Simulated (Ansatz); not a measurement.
# CH₂BSi− (SMILES B#C[SiH2-]): single points off equilibrium

Aim: energy, forces and dipole at a structure displaced at random from a GFN2-xTB minimum, from CCSD(T) and from density functionals.

Program: Ansatz 0.2.0, Gaussian basis. Level of theory: single points in def2-TZVPPD. These are calculated values, not measurements.

Cores are frozen in the correlated methods.

## 1. Starting geometry

SMILES `B#C[SiH2-]`, 5 atoms, charge -1, spin multiplicity 1.

Atoms are counted from 1 here; the program's logs count them from 0.

Bond lengths: B1–C2 1.328 Å, C2–Si3 1.845 Å, Si3–H4 1.567 Å, Si3–H5 1.583 Å. Angles: B1–C2–Si3 159.4°, C2–Si3–H4 126.1°, C2–Si3–H5 134.2°, H4–Si3–H5 99.4°.

Geometry (Å):

```
B    -0.3712   -1.1860    2.1846
C     0.0654   -0.7451    1.0100
Si    0.1493    0.2598   -0.5346
H    -0.4871   -0.1155   -1.9168
H     0.6789    1.7109   -0.8798
```

## 2. CCSD(T)/def2-TZVPPD

run/in.yaml

```yaml
crystal:
  periodic: [false, false, false]
  atoms:
    - {symbol: B, position_ang: [-0.371200, -1.186000, 2.184600]}
    - {symbol: C, position_ang: [0.065400, -0.745100, 1.010000]}
    - {symbol: Si, position_ang: [0.149300, 0.259800, -0.534600]}
    - {symbol: H, position_ang: [-0.487100, -0.115500, -1.916800]}
    - {symbol: H, position_ang: [0.678900, 1.710900, -0.879800]}
basis:
  gaussian: {orbitals: "def2-TZVPPD.json"}
total_charge: -1
correlation: {method: ccsd_t}
output: {forces: true}
```

The basis file named in the input lies beside it (Basis Set Exchange, JSON).

The command line of these runs was not kept.

## 3. PBE0-D4/def2-TZVPPD

Changes to run/in.yaml since step 2:

```diff
@@ -11,3 +11,3 @@
 total_charge: -1
-correlation: {method: ccsd_t}
-output: {forces: true}
+hamiltonian: {xc: pbe0, dispersion: d4}
+output: {forces: true, orbitals: {seedname: orbitals}}
```

## 4. wB97M-V/def2-TZVPPD

Changes to run/in.yaml since step 3:

```diff
@@ -11,3 +11,3 @@
 total_charge: -1
-hamiltonian: {xc: pbe0, dispersion: d4}
-output: {forces: true, orbitals: {seedname: orbitals}}
+hamiltonian: {xc: {name: wB97M-V}}
+output: {forces: true}
```

## 5. r2SCAN-D4/def2-TZVPPD

Changes to run/in.yaml since step 4:

```diff
@@ -11,3 +11,3 @@
 total_charge: -1
-hamiltonian: {xc: {name: wB97M-V}}
+hamiltonian: {xc: r2scan, dispersion: d4}
 output: {forces: true}
```

## 6. PBE-D4/def2-TZVPPD

Changes to run/in.yaml since step 5:

```diff
@@ -11,3 +11,3 @@
 total_charge: -1
-hamiltonian: {xc: r2scan, dispersion: d4}
+hamiltonian: {xc: pbe, dispersion: d4}
 output: {forces: true}
```

## 7. B97M-V/def2-TZVPPD

Changes to run/in.yaml since step 6:

```diff
@@ -11,3 +11,3 @@
 total_charge: -1
-hamiltonian: {xc: pbe, dispersion: d4}
+hamiltonian: {xc: {name: B97M-V}}
 output: {forces: true}
```

## 8. r2SCAN0-D4/def2-TZVPPD

Changes to run/in.yaml since step 7:

```diff
@@ -11,3 +11,3 @@
 total_charge: -1
-hamiltonian: {xc: {name: B97M-V}}
+hamiltonian: {xc: {name: r2SCAN0}, dispersion: d4}
 output: {forces: true}
```

(Steps that only read results are left out.)

What does the calculation give? Wanted: RMS force component; RMS force error; HOMO and LUMO, PBE0-D4; T1 diagnostic.

As calculated:

| quantity | value |
| --- | --- |
| RMS force component | 2.648 to 2.975 eV/Å over the methods |
| RMS force error | PBE0-D4 0.247, wB97M-V 0.362, r2SCAN-D4 0.212, PBE-D4 0.263, B97M-V 0.284, r2SCAN0-D4 0.285 eV/Å |
| HOMO and LUMO, PBE0-D4 | -0.16 and 1.73 eV |
| T1 diagnostic | 0.032 |

On forces the order runs from r2SCAN-D4 to wB97M-V. Frozen-core CCSD(T) forces in triple zeta carry basis errors of their own, and this is one geometry, so small gaps rank nothing. The T1 diagnostic is large here, over the usual mark for main-group molecules (transition-metal compounds often pass it harmlessly), so CCSD(T) itself may be off. The restricted Hartree–Fock reference is unstable towards an unrestricted one at one or more of these structures.
